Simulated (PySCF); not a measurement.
Coordinates in bohr (charge 0 multiplicity 3):
```
S     0.0000    0.0000   -1.5545
Mg    3.4639    0.0000    1.0417
Mg   -3.4639    0.0000    1.0417
```

All numbers come from PySCF, UPBE0, basis S def2-TZVP, Mg def2-TZVP (no relativity, density fitting).

This geometry of Mg2S is a stationary point at this level.

Question: What is the point group?

Answer: C2v.

Question: Is it a minimum?

Answer: Yes: all harmonic wavenumbers are real.

Question: Which band is strongest in the infrared?

Answer: 451 cm⁻¹ (b2), 117 km/mol.

Question: Give the atomic charges and bond orders.

Answer: 
| atom | Mulliken | Löwdin | polar tensor | spin (Mulliken) | Mayer order to S1 |
| --- | --- | --- | --- | --- | --- |
| S1 | -0.68 | -0.03 | -0.76 | 0.22 | – |
| Mg2,3 | 0.34 | 0.01 | 0.38 | 0.89 | 1.00 |

Other isomers or separated fragments may lie lower.
